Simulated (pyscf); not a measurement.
Multi-bond step: H₂N–B(Cl)–Cl + water (H₂O) -> HN=B–Cl + hydrogen chloride (HCl) + water (H₂O)

Gas phase, singlet surface, charge 0. Bonds broken: N1–H5, B2–Cl4, O7–H8. Bonds formed: Cl4–H8, H5–O7. Structures and frequencies: ωB97X-D3(BJ)/def2-SVP in PySCF.

Transition state (Å):

```xyz
9

N      1.2638     0.1255     0.0208
B      1.6618    -1.0047     0.4729
Cl     2.5285    -2.4129     0.8723
Cl    -0.5600    -1.7726     1.8930
H     -0.3920     0.6888     0.4003
H      1.7209     0.7916    -0.5865
O     -1.2763     0.7924     0.8395
H     -1.0878    -0.5945     1.4602
H     -1.1117     1.4314     1.5460
```

One imaginary mode, 162i cm⁻¹; descent along it reached the two sides named, in the forms told below.

| bond | change | reactant side (Å) | saddle | product side |
|---|---|---|---|---|
| N1–H5 | breaks | 1.023 | 1.790 | 2.069 |
| B2–Cl4 | breaks | 1.787 | 2.7 | 3.5 |
| O7–H8 | breaks | 0.969 | 1.531 | 1.758 |
| Cl4–H8 | forms | 2.568 | 1.362 | 1.313 |
| H5–O7 | forms | 1.954 | 0.993 | 0.974 |

Electronic energies relative to the separated reactants (kJ/mol):

| level | barrier | reaction energy | reverse barrier |
|---|---|---|---|
| ωB97X-D3(BJ)/def2-TZVP | 232.8 | +267.6 | -34.8 |
| PBE/def2-TZVP | 205.5 | +250.3 | -44.8 |
| r²SCAN/def2-TZVP | 217.9 | +264.4 | -46.6 |
| B3LYP-D3(BJ)/def2-TZVP | 209.6 | +249.5 | -39.8 |
| PBE0-D3(BJ)/def2-TZVP | 225.0 | +270.4 | -45.4 |
| M06-2X/def2-TZVP | 229.2 | +260.0 | -30.7 |
| ωB97M-D3(BJ)/def2-TZVP | 222.6 | +254.5 | -32.0 |
| HF/def2-TZVP | 282.7 | +252.2 | 30.5 |

With ωB97M-D3(BJ)/def2-TZVP energies and thermal terms (ideal gas, 1 atm, RRHO with modes under 100 cm⁻¹ raised to 100, one conformer, R ln 2 for chiral ones without a mode under 150 cm⁻¹), in kJ/mol:

```tsv
T (K)	ΔH‡	ΔG‡	ΔH	ΔG
298	212.3	249.8	+239.6	+199.1
600	214.8	286.9	+241.5	+157.0
900	218.1	322.3	+241.1	+114.8
1200	221.7	356.5	+239.7	+72.9
```

On the reactant side the descent ends in a complex, 27.5 kJ/mol under the separated species and 260.3 kJ/mol under the saddle at ωB97X-D3(BJ)/def2-TZVP. On the product side the descent ends in a bound adduct, 48.6 kJ/mol under the separated species and 13.8 kJ/mol under the saddle at ωB97X-D3(BJ)/def2-TZVP. At ωB97X-D3(BJ)/def2-TZVP, PBE, r²SCAN, B3LYP-D3(BJ), PBE0-D3(BJ), M06-2X, ωB97M-D3(BJ) the saddle lies under the separated products, which points to a path from their complex (located at ωB97X-D3(BJ) alone), and parting the products costs more than the saddle. The reactants may also form a dative adduct at H₂N–B(Cl)–Cl; it and routes through it were not searched. The same reactants have a lower exit, to HO–B(Cl)–Cl + NH₃ (barrier +46.8 kJ/mol at ωB97M-D3(BJ)/def2-TZVP, against +222.6 kJ/mol here). This is the saddle that the search found; another between the same sides may lie lower.
